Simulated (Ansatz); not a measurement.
Relaxation of C$_{2}$H$_{5}$Si (8 atoms, charge 1, multiplicity 1), to a largest force component of 0.02 eV/Å in at most 50 steps.

Computed with Ansatz, RKS r2SCAN-D4/6-31G*.

```xyz
8
Properties=species:S:1:pos:R:3
C -0.754 0.809 -1.224
C -0.055 0.314 -0.299
Si 0.736 -0.672 1.090
H -1.713 0.475 -1.615
H 0.475 1.208 -0.630
H 0.797 0.158 2.280
H 1.933 -1.316 0.578
H -0.519 -1.471 0.945
```

Question: Where does it end, and by what steps?

Answer: The run converged. Limits of this set-up: the dipole of an ion depends on the origin. After 26 steps the energy has fallen by 2.099 eV; H5 moved furthest, 1.21 Å. Parted: C2–H5. Joined: C1–H5.

| step | energy less start (eV) | largest force component (eV/Å) | accepted |
| --- | --- | --- | --- |
| 0 | 0.0000 | 3.792 | yes |
| 1 | -0.8031 | 2.749 | yes |
| 2 | -1.4368 | 2.284 | yes |
| 3 | -1.6734 | 1.404 | yes |
| 4 | -1.7575 | 0.810 | yes |
| 5 | -1.8007 | 0.276 | yes |
| 6 | -1.8252 | 0.306 | yes |
| 7 | -1.7766 | 1.307 | no |
| 8 | -1.8436 | 0.560 | yes |
| 9 | -1.8564 | 0.372 | yes |
| 10 | -1.8632 | 0.105 | yes |
| 11 | -1.8642 | 0.116 | yes |
| 12 | -1.8678 | 0.137 | yes |
| 13 | -1.8916 | 0.515 | yes |
| 14 | -1.9167 | 1.198 | yes |
| 15 | -1.6794 | 3.110 | no |
| 16 | -1.9846 | 0.706 | yes |
| 17 | -2.0330 | 0.279 | yes |
| 18 | -2.0624 | 0.273 | yes |
| 19 | -2.0653 | 0.690 | yes |
| 20 | -2.0900 | 0.353 | yes |
| 21 | -2.0413 | 0.849 | no |
| 22 | -2.0946 | 0.317 | yes |
| 23 | -2.0890 | 0.265 | no |
| 24 | -2.0977 | 0.084 | yes |
| 25 | -2.0984 | 0.037 | yes |
| 26 | -2.0987 | 0.015 | yes |

```xyz
8
Properties=species:S:1:pos:R:3
C -0.545 0.882 -1.114
C 0.033 0.239 -0.171
Si 0.728 -0.817 1.203
H -1.522 0.585 -1.520
H -0.073 1.772 -1.555
H 0.785 0.005 2.427
H 1.966 -1.451 0.717
H -0.473 -1.709 1.137
```

Whether the end is a true minimum wasn't checked by a vibrational analysis.

Time of the run: 48 s on 1 CPU thread of a shared host.
